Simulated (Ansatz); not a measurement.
## Si, pressure series

Consider Si in the diamond structure (space group Fd-3m, No. 227; a = 5.470 Å).

Cell and atoms are relaxed at each pressure.

Computed with Ansatz (a quantum-chemistry and plane-wave program) PBE, scalar-relativistic without spin-orbit coupling, earlier PAW set.

| P (GPa) | V (Å³/atom) |
|---|---|
| -1.99 | 20.945 |
| -1.00 | 20.693 |
| 3.00 | 19.822 |
| 7.00 | 19.111 |
| 15.00 | 17.989 |
| 30.01 | 16.492 |

**Question.** Fit a third-order Birch–Murnaghan equation of state.

**Answer.** Least squares on P(V) = (3B₀/2)[(V₀/V)^(7/3) − (V₀/V)^(5/3)]·[1 + (3/4)(B₀′ − 4)((V₀/V)^(2/3) − 1)] gives V₀ = 20.46 Å³/atom, B₀ = 89 GPa and B₀′ = 4.1.

Measured bulk modulus of Si: 100.8 GPa (static lattice; corrected from measurement; as listed in Jianwei Sun et al., Physical Review B (2011)); the computed value is 11 % below it.

Between the base and pressure 7 GPa the gap moves from 0.61 eV to 0.48 eV, a mean slope of -19 meV/GPa.

Load acts through the strain it causes; cell and atoms are relaxed under it. Whether these cells are dynamically stable was not tested. Measured, Si leaves this structure (for the β-tin structure) near 12 GPa (room temperature; as listed in arXiv:1906.07825).
